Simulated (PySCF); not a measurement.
Two-photon absorption: `[O-]C=C=C=CCl`, [C$_{4}$H$_{2}$ClO]-, charge -1

Molfile (atoms numbered from 1):
```
C4H2ClO
     RDKit          3D

  8  7  0  0  0  0  0  0  0  0999 V2000
   -2.9387   -0.5151    0.5498 O   0  0  0  0  0  0  0  0  0  0  0  0
   -2.0250   -0.0539   -0.1552 C   0  0  0  0  0  0  0  0  0  0  0  0
   -0.6652   -0.0648    0.0530 C   0  0  0  0  0  0  0  0  0  0  0  0
    0.5818   -0.0397    0.1552 C   0  0  0  0  0  0  0  0  0  0  0  0
    1.9021   -0.0299    0.2965 C   0  0  0  0  0  0  0  0  0  0  0  0
    2.9662    0.7096   -0.9088 Cl  0  0  0  0  0  0  0  0  0  0  0  0
   -2.2884    0.4582   -1.1135 H   0  0  0  0  0  0  0  0  0  0  0  0
    2.4545   -0.4576    1.1181 H   0  0  0  0  0  0  0  0  0  0  0  0
  1  2  1  0
  2  3  2  0
  3  4  2  0
  4  5  2  0
  5  6  1  0
  2  7  1  0
  5  8  1  0
M  CHG  1   1  -1
M  END
```

Computed, not measured: TDDFT CAM-B3LYP/aug-cc-pVTZ excited states, vertical, gas phase in PySCF 2.14.0. Geometry: PBE0-D3(BJ)/def2-TZVP.

For a gas-phase anion, states above the detachment energy (about 1.9 eV, taken as minus the energy of the highest occupied orbital) lie in the continuum and depend on the basis.

How strongly do the lowest singlets absorb one photon, and two photons of half the energy?

δ for parallel linear polarisation; σ at the peak of a Lorentzian of half width 0.1 eV, single beam; Ω is circular over linear.
```csv
state,E (eV),f,photon λ (nm),δ (au),σ (GM),Ω,main
S1,2.92,0.000,848,170,0.53,1.50,"HOMO→LUMO 0.57, HOMO→LUMO+1 0.24"
S2,3.24,0.004,766,55.9,0.21,1.50,"HOMO→LUMO 0.35, HOMO→LUMO+1 0.31"
S3,3.47,0.000,715,103,0.45,1.50,"HOMO→LUMO+1 0.38, HOMO→LUMO+2 0.22"
S4,3.97,0.004,624,92.1,0.53,1.50,"HOMO→LUMO+2 0.57, HOMO→LUMO+3 0.20"
S5,4.25,0.257,583,40.6,0.27,1.42,HOMO→LUMO+5 0.93
S6,4.33,0.002,573,56.6,0.39,1.50,HOMO→LUMO+4 0.90
```
